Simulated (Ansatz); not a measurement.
Basis-set extrapolation for `c1ccnnc1` (PBE0-D4/def2-TZVP geometry, frozen core, Ansatz 0.2.0). Multiplicity 1, RHF reference.

```tsv
	def2-TZVPP	def2-QZVPP
HF	-262.745920	-262.757085
MP2 correlation	-1.017362	-1.084583
CCSD(T) correlation	-1.084995	not run
```

Energies in hartree. Use E(X) = E(∞) + A·exp(−7.88·√X) for Hartree–Fock and E(X) = E(∞) + B·X^(−2.97) for correlation, with X = 3 and 4, and add CCSD(T) minus MP2 of the smaller set to the MP2 limit.

Question: What is the CCSD(T) energy at the basis-set limit?

Answer: HF limit: -262.757085 + (-0.011165) × 0.13774 = -262.75862. MP2 limit: -1.084583 + (-0.067221) × 0.74074 = -1.13438. Higher-order term: -1.084995 − (-1.017362) = -0.06763. Total: -263.96063 hartree, 340.6 kJ/mol below CCSD(T)/def2-TZVPP.
